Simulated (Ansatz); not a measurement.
**CHAlN (quartet): from Hartree-Fock to the top rungs, def2-TZVPP**

An exercise on one series of results from a longer session: the logs are not shown, and one member is left open.

Computed with Ansatz 0.2.0, Gaussian basis. Level: def2-TZVPP, core rule «outside noble gas», up to 7 orbitals frozen.

To be run: UHF; ROHF; CCSD(T) on UHF.

2 further runs of the same task are left out: 2 set aside as unsound or not needed.

## What is computed

The geometry is a PBE0/def2-TZVP stationary point (not a proven minimum) of the parent state, kept for this charge and spin.

4 atoms, charge 0, spin multiplicity 4.

Atoms are counted from 1 here; the program's logs count them from 0.

Bond lengths: Al1–C2 2.001 Å, C2–N3 1.208 Å, N3–H4 1.022 Å. Angles: Al1–C2–N3 172.8°, C2–N3–H4 124.4°.

Coordinates:

```
atom    x (Å)    y (Å)    z (Å)
 Al1   0.0000  -0.1308   2.2692
  C2   0.0001  -0.1177   0.2678
  N3   0.0000  -0.2604  -0.9317
  H4  -0.0001   0.5089  -1.6052
```

Set-up of the first run:

The input, in.yaml:

```yaml
crystal:
  periodic: [false, false, false]
  atoms:
    - {symbol: Al, position_ang: [-0.000010, -0.130819, 2.269156]}
    - {symbol: C, position_ang: [0.000100, -0.117705, 0.267760]}
    - {symbol: N, position_ang: [-0.000031, -0.260415, -0.931731]}
    - {symbol: H, position_ang: [-0.000059, 0.508939, -1.605185]}
basis:
  gaussian: {orbitals: def2-TZVPP}
magnetization: {spin_polarized: true, initial_magnetization: 3}
hamiltonian: {xc: hf}
output: {orbitals: {seedname: orbitals}}
```

Run with:

```
ansatz run in.yaml --threads 1 --pin off --events-out ev --progress --plain --max-ram 4096MiB --backend cpu
```

Steps of the session up to this table: UHF; ROHF; CCSD(T) on UHF.

One table of the session follows, with a row left open; its other results are not shown here.

It belongs to the step «Misses and costs». 

| method | from UCCSD(T) (meV) |
| --- | --- |
| ROHF | +11138.2 |
| UHF | ? |
| UMP2 | +1006.7 |
| UCCSD | +596.5 |
| UCCSD(T) | 0 |

Estimate the missing values for UHF.

As computed: from UCCSD(T) (meV): +11077.2. In the column «from UCCSD(T) (meV)» it lies between UMP2 (+1006.7) and ROHF (+11138.2).
